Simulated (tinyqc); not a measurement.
Stretching all distances: RHF, UHF, MP2, CISD and CCSD against full CI in the sto-3g basis, for H2O, spin multiplicity 1. Computed by the program tinyqc with PySCF. All coordinates are multiplied by the scale. c0^2 is the weight of the RHF determinant in the lowest singlet FCI state (UHF is spin-contaminated and may lie near states of higher spin) and n(LUMO) the first natural occupation beyond the occupied space.

Geometry (angstrom):
```
atom       x        y       z
O     0.0000   0.0000  0.0000
H     0.0000   0.7150  0.5550
H     0.0000  -0.7500  0.5830
```

Full CI energy (hartree) and errors against it (kcal/mol):
```
scale  distance 1-2 (angstrom)     E(FCI)      RHF     UHF     MP2    CISD    CCSD  <S^2> UHF   c0^2  n(LUMO)
0.920                    0.833  -74.94857   23.733  23.733   6.228   0.225   0.048      0.000  0.983    0.018
1.070                    0.968  -75.01789   34.037  34.037   9.848   0.554   0.084      0.000  0.969    0.033
1.370                    1.240  -74.95974   66.375  65.977  21.896   3.028   0.311      0.124  0.908    0.104
1.520                    1.376  -74.90668   89.172  67.725  30.433   6.197   0.518      0.902  0.853    0.169
1.670                    1.512  -74.85706  116.441  54.074  40.330  11.409   0.575      1.360  0.779    0.258
1.820                    1.647  -74.81615  147.814  37.542  50.966  18.907  -0.171      1.625  0.689    0.370
1.970                    1.783  -74.78596  182.236  23.584  61.174  28.112  -2.917      1.781  0.589    0.494
2.120                    1.919  -74.76590  217.843  13.811  71.198  37.792  -7.869      1.872  0.485    0.614
```

Estimate the missing row, scale = 1.22.

Computed row:
```
scale  distance 1-2 (angstrom)     E(FCI)     RHF     UHF     MP2   CISD   CCSD  <S^2> UHF   c0^2  n(LUMO)
1.220                    1.104  -75.00489  48.069  48.069  15.012  1.340  0.161      0.000  0.945    0.060
```

UHF parts from RHF first at scale 1.37 of those listed, where <S^2> leaves zero. The weight c0^2 goes from 0.98 to 0.49 and n(LUMO) from 0.02 to 0.61: static correlation grows as the bonds break into open-shell fragments. The spread of the error along the curve, which distorts its shape, is CCSD 8.4, CISD 37.6, UHF 53.9, MP2 65.0, RHF 194.1 kcal/mol. Below FCI somewhere: CCSD, as non-variational methods may be.
